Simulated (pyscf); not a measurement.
9 silicon, germanium or tin steps of one kind (four-centre exchange, radical): reaction energy in kJ/mol, from the separated reactants or the lowest minimum found. PySCF, gas phase, ωB97X-D3(BJ)/def2-SVP geometries. Functionals in def2-TZVP; the last column is ωB97M-D3(BJ)/def2-TZVP. Rows were drawn at random from the steps of this kind and element class whose saddle was verified and whose references are stable.

| step | PBE | r²SCAN | PBE0-D3(BJ) | ωB97M-D3(BJ) |
|---|---|---|---|---|
| HO–SiH•–F + HF → HO–Si•(F)–F + H₂ | -124.2 | -138.1 | -120.6 | -126.5 |
| SiH₃• + H₂O → HO–SiH₂• + H₂ | -60.7 | -67.3 | -57.1 | -61.6 |
| HF + F–SiH•–F → F–Si•(F)–F + H₂ | -122.7 | -136.4 | -118.9 | -124.6 |
| HCl + •H₂Si–Cl → Cl–SiH•–Cl + H₂ | ___ | -86.8 | -80.6 | -78.9 |
| F–SiH₂–O–SiH₂• + HF → F–SiH•–O–SiH₂–F + H₂ | -122.2 | -132.7 | -117.3 | -124.7 |
| H₂N–GeH₂• + H₂ -> GeH₃• + NH₃ | -5.6 | -5.6 | -11.5 | -13.0 |
| Cl–GeH₂• + H₂O → HO–GeH•–Cl + H₂ | -30.1 | -34.0 | -21.9 | -23.3 |
| Cl–SiH•–Cl + H₂O -> HO–Si•(Cl)–Cl + H₂ | -79.2 | -90.7 | -77.4 | -81.9 |
| •H₂Si–O–SiH₃ + HF → F–SiH•–O–SiH₃ + H₂ | ___ | -135.6 | -120.3 | -127.6 |

Problem. Some entries are withheld; supply them.

Solution. 
- HCl + •H₂Si–Cl → Cl–SiH•–Cl + H₂, PBE: -81.7
- •H₂Si–O–SiH₃ + HF → F–SiH•–O–SiH₃ + H₂, PBE: -125.5

Differences from the last column (kJ/mol): PBE: mean +1.1, median +2.1, mean size 3.2, lower in 2 of 9; r²SCAN: mean -7.3, median -8.1, mean size 8.9, lower in 8 of 9; PBE0-D3(BJ): mean +4.0, median +4.5, mean size 4.4, lower in 1 of 9. PBE is closest for row 2 (0.8 kJ/mol apart) and farthest for row 6 (7.4 kJ/mol). PBE, r²SCAN and M06-2X carry no added dispersion term. The last column is a level with limits of its own. Elements up to Kr have no core potential and no relativistic terms here.
